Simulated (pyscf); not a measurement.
A first-order saddle from PySCF, ωB97X-D3(BJ)/def2-SVP:

```xyz
6

Cl    -0.6933     1.8281    -1.0859
Zn     1.2472     0.6986    -0.1831
Cl     2.9696     1.5718     0.6773
S      0.0356    -1.1821    -0.7574
H     -0.7692     0.3381    -1.1227
H     -0.5200    -1.3070     0.4661
```

Surface: singlet, charge 0. Lowest wavenumbers (cm⁻¹): 606i, 86, 98, 210, 289.

Problem. Name the species on either side of this saddle.

Solution. `[Cl][Zn][Cl]` + `[SH2]` ⇌ `[ClH]` + `[SH][Zn][Cl]`, a four-centre exchange read from left to right: Cl–Zn, H–S broken and Cl–H, S–Zn formed. At ωB97M-D3(BJ)/def2-TZVP it lies +9.0 kcal/mol from the left side and +0.8 kcal/mol from the right (each side as separated species at their lowest minima found). On the reactant side the descent ends in an adduct with a S–Zn contact, 14.1 kcal/mol under the separated species and 20.0 kcal/mol under the saddle at ωB97X-D3(BJ)/def2-TZVP. On the product side the descent ends in a complex, 6.5 kcal/mol under the separated species and 4.4 kcal/mol under the saddle at ωB97X-D3(BJ)/def2-TZVP. What is counted as formed (S–Zn) is already present as a longer contact in the reactant adduct; forming that adduct is a step of its own. At ωB97X-D3(BJ) the barrier from the zero used here is 5.9 kcal/mol. This is the saddle that the search found; another between the same sides may lie lower. Elements up to Kr have no core potential and no relativistic terms here.
